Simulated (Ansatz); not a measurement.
# triplet MgO: levels of theory compared

Aim: a comparison of 6 runs (UB2PLYP/STO-3G, UB3LYP/STO-3G, UBLYP/STO-3G, UCCSDT/STO-3G, UCCSD/STO-3G, UCCSD(T)/STO-3G) of triplet MgO. 

The results are computed with Ansatz 0.2.0.

35 further runs of the same task are left out: 5 that didn't finish, 30 set aside as unsound or not needed.

## 1. The system as given

The species is MgO (2 atoms), meant as a triplet with charge 0. SMILES of the parent species: `[O]=[Mg]`. The shape is that of a PBE0-D4/def2-TZVP optimisation. That shape belongs to the parent species and isn't relaxed for this state.

Bond lengths: O1–Mg2 1.733 Å.

## 2. The energy at UB2PLYP/STO-3G (run 1)

Input file input.yaml:

```yaml
crystal:
  periodic: [false, false, false]
  atoms:
    - {symbol: O, position_ang: [-0.000000, -0.000000, -0.045320]}
    - {symbol: Mg, position_ang: [0.000000, 0.000000, 1.687290]}
basis:
  gaussian: {orbitals: STO-3G}
magnetization: {spin_polarized: true, initial_magnetization: 2}
hamiltonian: {xc: {name: B2PLYP}}
correlation: {frozen_orbitals: {Mg: 1, O: 1}}
accuracy: high
```

On the command line:

```sh
ansatz run input.yaml --threads 1 --pin off --max-ram 3480MiB --events-out events.jsonl --progress --plain --runs-dir runs
```

What it wrote:

```text
Warning: RAYON_NUM_THREADS=1 ignored (pool sized by the plan → 1); use --threads N
Functional definition: B2PLYP
  name "B2PLYP"
  parameter a = 0.53
  parameter c = 0.27
  exchange = (1 - a)*b88_x + a*exact_x
  correlation = (1 - c)*lyp_c + c*(mp2_os + mp2_ss)
224 factors; integrals over basis functions are off by at most 1.3e-8 eV
mean field evaluation 1: about -7383.0801 eV, gradient 1.0e1 eV
mean field evaluation 2: about -7383.2175 eV, gradient 1.1e1 eV
mean field evaluation 4: about -7384.4623 eV, gradient 8.4e-1 eV
mean field evaluation 8: about -7384.4830 eV, gradient 1.5e-2 eV
mean field evaluation 16: about -7384.4830 eV, gradient 3.9e-6 eV
mean field -7384.48296277 eV, -271.3747434993 hartree, gradient 2.2e-8 eV, S^2 2.006604; 0 other end points of the search recorded, 0 dependent functions left out
2 core orbitals not correlated: weight in the atoms' cores, before any rotation towards them, 1.000 or more for the frozen orbitals, at most 0.000 for the correlated occupied ones
reference -7384.48297597 eV, -271.3747439844 hartree; 9, 7 occupied and 3, 5 virtual orbitals, 224 factors
second order -1.37654032 eV of doubles, -0.00000000 eV of singles
Total energy: -7384.85464185 eV, -271.3884024538 hartree
```

Run time: 1.1 s. Hardware: 1 thread of Intel Xeon Platinum 8488C (Sapphire Rapids), shared host; peak memory 0.13 GiB.

## 3. The energy at UB3LYP/STO-3G (run 2)

Input file input.yaml:

```yaml
crystal:
  periodic: [false, false, false]
  atoms:
    - symbol: O
      position_ang: [-0.000000, -0.000000, -0.045320]
    - symbol: Mg
      position_ang: [0.000000, 0.000000, 1.687290]
basis:
  gaussian:
    orbitals: STO-3G
magnetization:
  spin_polarized: true
  initial_magnetization: 2
hamiltonian:
  xc: {name: B3LYP}
accuracy: high
```

On the command line:

```sh
ansatz run input.yaml --threads 1 --pin off --max-ram 3480MiB --events-out events.jsonl --progress --plain --runs-dir runs
```

What it wrote:

```text
Warning: RAYON_NUM_THREADS=1 ignored (pool sized by the plan → 1); use --threads N
Functional definition: B3LYP
  name "B3LYP"
  parameter a0 = 0.2
  parameter ax = 0.72
  parameter ac = 0.81
  exchange = (1 - a0 - ax)*slater_x + ax*b88_x + a0*exact_x
  correlation = (1 - ac)*vwn_rpa_c + ac*lyp_c
224 factors; integrals over basis functions are off by at most 1.3e-8 eV
mean field evaluation 1: about -7388.7951 eV, gradient 1.2e1 eV
mean field evaluation 2: about -7385.4188 eV, gradient 2.6e1 eV
mean field evaluation 4: about -7390.3013 eV, gradient 1.6e-1 eV
mean field evaluation 8: about -7390.3936 eV, gradient 1.7e-2 eV
mean field evaluation 16: about -7390.3936 eV, gradient 4.5e-8 eV
mean field -7390.39364576 eV, -271.5919570930 hartree, gradient 6.4e-8 eV, S^2 2.003201; 0 other end points of the search recorded, 0 dependent functions left out
reference -7390.39366621 eV, -271.5919578443 hartree; 11, 9 occupied and 3, 5 virtual orbitals, 224 factors
Total energy: -7390.39366621 eV, -271.5919578443 hartree
```

Wall time 0.93 s (1 thread of Intel Xeon Platinum 8488C (Sapphire Rapids), shared host); peak memory 0.12 GiB.

## 4. A single-point energy at UBLYP/STO-3G (run 3)

Input file run.yaml:

```yaml
crystal:
  periodic: [false, false, false]
  atoms:
    - {symbol: O, position_ang: [-0.000000, -0.000000, -0.045320]}
    - {symbol: Mg, position_ang: [0.000000, 0.000000, 1.687290]}
basis:
  gaussian: {orbitals: STO-3G}
magnetization: {spin_polarized: true, initial_magnetization: 2}
hamiltonian: {xc: {name: BLYP}}
accuracy: high
```

On the command line:

```sh
ansatz run run.yaml --threads 1 --pin off --max-ram 3480MiB --events-out events.jsonl --progress --plain --runs-dir runs
```

What it wrote:

```text
Warning: RAYON_NUM_THREADS=1 ignored (pool sized by the plan → 1); use --threads N
Functional definition: BLYP
  name "BLYP"
  parameter beta = 0.0042
  parameter a = 0.04918
  parameter b = 0.132
  parameter c = 0.2533
  parameter d = 0.349
  exchange = b88_x(beta = beta)
  correlation = lyp_c(a = a, b = b, c = c, d = d)
224 factors; integrals over basis functions are off by at most 1.3e-8 eV
mean field evaluation 1: about -7387.3148 eV, gradient 1.3e1 eV
mean field evaluation 2: about -7367.2243 eV, gradient 6.0e1 eV
mean field evaluation 4: about -7389.1147 eV, gradient 7.8e-1 eV
mean field evaluation 8: about -7389.1116 eV, gradient 4.4e-4 eV
mean field evaluation 16: about -7389.1116 eV, gradient 4.8e-8 eV
mean field -7389.11159696 eV, -271.5448426685 hartree, gradient 3.2e-8 eV, S^2 2.001692; 1 other end points of the search recorded, 0 dependent functions left out
reference -7389.11162482 eV, -271.5448436924 hartree; 11, 9 occupied and 3, 5 virtual orbitals, 224 factors
Total energy: -7389.11162482 eV, -271.5448436924 hartree
```

Run time: 0.91 s. Hardware: 1 thread of Intel Xeon Platinum 8488C (Sapphire Rapids), shared host; peak memory 0.12 GiB.

Runs 4 to 5 aren't shown in full; the table further down has their settings and results.

## 5. The energy at UCCSD(T)/STO-3G (run 6)

Input file run.yaml:

```yaml
basis:
  gaussian: {orbitals: STO-3G}
crystal:
  periodic: [false, false, false]
  atoms:
    - symbol: O
      position_ang: [-0.000000, -0.000000, -0.045320]
    - symbol: Mg
      position_ang: [0.000000, 0.000000, 1.687290]
magnetization: {spin_polarized: true, initial_magnetization: 2}
correlation: {method: ccsd_t, frozen_orbitals: {Mg: 1, O: 1}}
accuracy: high
scf: {omitted_lower_state_checks: [cluster_reference, increment]}
```

On the command line:

```sh
ansatz run run.yaml --threads 1 --pin off --max-ram 3480MiB --events-out events.jsonl --progress --plain --runs-dir runs
```

What it wrote:

```text
Warning: RAYON_NUM_THREADS=1 ignored (pool sized by the plan → 1); use --threads N
[... 12 lines left out ...]
2 core orbitals not correlated: weight in the atoms' cores, before any rotation towards them, 1.000 or more for the frozen orbitals, at most 0.000 for the correlated occupied ones
[... 25 lines left out ...]
Total energy: -7371.80980237 eV, -270.9090134450 hartree
Checks for a lower state left out: cluster_reference, increment
```

It took 0.3 s on 1 thread of Intel Xeon Platinum 8488C (Sapphire Rapids), shared host.

## 6. The series

| run | level | frozen core orbitals | energy (Eh) | ⟨S²⟩ | wall time |
| --- | --- | --- | --- | --- | --- |
| 1 | UB2PLYP/STO-3G | 2 | -271.388402 | 2.007 | 1.1 s |
| 2 | UB3LYP/STO-3G | – | -271.591958 | 2.003 | 0.93 s |
| 3 | UBLYP/STO-3G | – | -271.544844 | 2.002 | 0.91 s |
| 4 | UCCSDT/STO-3G | 2 | -270.909342 | 2.011 | 0.99 s |
| 5 | UCCSD/STO-3G | 2 | -270.906524 | 2.011 | 0.26 s |
| 6 | UCCSD(T)/STO-3G | 2 | -270.909013 | 2.011 | 0.3 s |

## 7. Outcome

```
                                          quantity          value
                               run 6: total energy  -270.90901 Eh
run 6: correlation energy (2 core orbitals frozen)      -44.6 mEh
                             run 6: (T) correction      -2.49 mEh
          run 6: ⟨S²⟩ of the reference determinant          2.011
                              run 6: T1 diagnostic          0.015
```

**Reading.** Totals of different functionals can't be ranked against each other. In runs 1, 2, 3, 4, 5, 6 the basis is minimal, so the values are rough. All runs together took 4.5 s, the longest 1.1 s.
